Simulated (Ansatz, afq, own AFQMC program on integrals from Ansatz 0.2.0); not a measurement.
# C$_{2}$H$_{4}$N, doublet: AFQMC among the cluster methods

```yaml
atoms:
  - { symbol: C, position_ang: [-1.9427, 0.0000, 0.0000] }
  - { symbol: H, position_ang: [-2.3059, 1.0273, 0.0000] }
  - { symbol: H, position_ang: [-2.3059, -0.5137, 0.8897] }
  - { symbol: H, position_ang: [-2.3059, -0.5137, -0.8897] }
  - { symbol: H, position_ang: [-0.8531, 0.0000, 0.0000] }
  - { symbol: N, position_ang: [1.7334, 0.0000, 0.0000] }
  - { symbol: C, position_ang: [0.5733, 0.0000, 0.0000] }
```

Basis cc-pVDZ. Noble-gas cores (and the filled d shells of Ga–Kr and In–Xe) are frozen. Integrals, coupled cluster, full CI and functionals: Ansatz 0.2.0; the random walks run on the same integrals in our own AFQMC program. ph-AFQMC/CISD is guided by a CISD state made of CCSD amplitudes; releasing the constraint for a short imaginary time cuts its bias at the price of noise, slowly where states lie close. ± is one standard error of the sampling.

Determinant: ROHF, the one that the program's search chose, which needn't be the lowest solution. The geometry is a point of a scan.

No full CI on the walks' own integrals is used here; CCSDT(Q) serves as the reference and is uncertain by about the last step of the cluster series.

Cautions: higher spins were not checked; a spin-contaminated unrestricted determinant lies lower (UHF 481 meV lower, ⟨S²⟩ 1.06); the released energies move by 1.5 errors or more from one time to the next, so no released level is given (meV from the phaseless value at times in 1/Eh: -19 ± 7 at 0.24, -33 ± 6 at 0.51, -33 ± 7 at 0.99, -52 ± 7 at 1.50), though the last usable value meets CCSDT(Q) within the noise.

```
T1 diagnostic                               : 0.0255
weight of the determinant in the CISD state : 0.818
size of the correlated space                : 17 electrons in 59 orbitals
```

```json
{"level": "MP2", "correlation energy (eV)": "-12.1361"}
{"level": "CCSD", "correlation energy (eV)": "-12.8902"}
{"level": "CCSD(T)", "correlation energy (eV)": "-13.3857"}
```

Estimate where phaseless AFQMC with a CISD trial lies against CCSD(T) on the same integrals.

31.8 ± 7.2 meV below CCSD(T).

Reference: CCSDT(Q), correlation energy -13.457 eV.

```csv
level,E − E(reference) (meV),share of correlation (%)
CCSD(T),71.7,99.47
CCSDT,49.8,99.63
ph-AFQMC/CISD,39.9 ± 7.2,99.70
```

A walk keeps the symmetry of its determinant, which the program's search chose and which needn't be the lowest solution, so a lower state of the same spin and another symmetry isn't excluded.
